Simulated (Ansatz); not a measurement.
**C₃H₅F₂ radical: small, medium and large basis sets**

An exercise on one series of results from a longer session: the logs are not shown, and one member is left open.

Program: Ansatz 0.2.0, Gaussian basis. Level of theory: one geometry, several basis sets. These are calculated values, not measurements.

The runs, in order: PBE0-D4/def2-SVP; ωB97M-V/def2-SVP; PBE0-D4/def2-QZVPP; ωB97M-V/def2-QZVPP; the functionals' def2-TZVPP values are taken from earlier runs.

### The relaxed structure

The geometry comes from an earlier relaxation with PBE0-D4 in a triple-zeta def2 set; it is a stationary point, not always the lowest conformer.

SMILES `F[CH]CCF`, 10 atoms, charge 0, spin multiplicity 2.

Atoms are counted from 1 here; the program's logs count them from 0.

Bond lengths: F1–C2 1.343 Å, C2–C3 1.475 Å, C2–H6 1.084 Å, C3–C4 1.520 Å, C3–H7 1.097 Å, C3–H8 1.093 Å, C4–F5 1.382 Å, C4–H9 1.093 Å, C4–H10 1.094 Å. Angles: F1–C2–C3 115.3°, F1–C2–H6 113.1°, C3–C2–H6 124.2°, C2–C3–C4 114.0°, C2–C3–H7 109.7°, C2–C3–H8 108.8°, C4–C3–H7 107.7°, C4–C3–H8 109.0°, H7–C3–H8 107.5°, C3–C4–F5 110.0°, C3–C4–H9 111.0°, C3–C4–H10 110.7°, F5–C4–H9 107.9°, F5–C4–H10 107.8°, H9–C4–H10 109.3°.

Set-up of the first run:

File in.yaml:

```yaml
crystal:
  periodic: [false, false, false]
  atoms:
    - {symbol: F, position_ang: [-1.857863, -0.497887, 0.983204]}
    - {symbol: C, position_ang: [-0.541893, -0.426695, 1.240500]}
    - {symbol: C, position_ang: [0.338622, -0.573799, 0.065760]}
    - {symbol: C, position_ang: [0.239046, 0.571360, -0.929322]}
    - {symbol: F, position_ang: [0.684036, 1.743136, -0.346068]}
    - {symbol: H, position_ang: [-0.310107, 0.189030, 2.101619]}
    - {symbol: H, position_ang: [0.091516, -1.500599, -0.467015]}
    - {symbol: H, position_ang: [1.373377, -0.658580, 0.408801]}
    - {symbol: H, position_ang: [-0.795557, 0.726436, -1.247337]}
    - {symbol: H, position_ang: [0.862024, 0.376498, -1.807242]}
basis:
  gaussian: {orbitals: def2-SVP}
magnetization: {spin_polarized: true, initial_magnetization: 1}
hamiltonian: {xc: pbe0, dispersion: d4}
output: {orbitals: {seedname: orbitals}}
```

Run with:

```
ansatz run in.yaml --threads 4 --pin off --events-out ev --progress --plain --max-ram 10444MiB
```

Among the steps run: PBE0-D4 in def2-SVP; ωB97M-V in def2-SVP; PBE0-D4 in def2-QZVPP; ωB97M-V in def2-QZVPP.

One table of the session follows, with a row left open; its other results are not shown here.

It belongs to the step «Density functionals: the series». 

```
functional       basis  HOMO (eV)
   PBE0-D4    def2-SVP      -5.95
   PBE0-D4  def2-TZVPP      -6.08
   PBE0-D4  def2-QZVPP          ?
   ωB97M-V    def2-SVP      -8.03
   ωB97M-V  def2-TZVPP      -8.17
   ωB97M-V  def2-QZVPP      -8.21
```

**Question.** Estimate the row for PBE0-D4, def2-QZVPP.

As computed: HOMO (eV): -6.12. In the column «HOMO (eV)» it lies between ωB97M-V, def2-SVP (-8.03) and PBE0-D4, def2-TZVPP (-6.08).
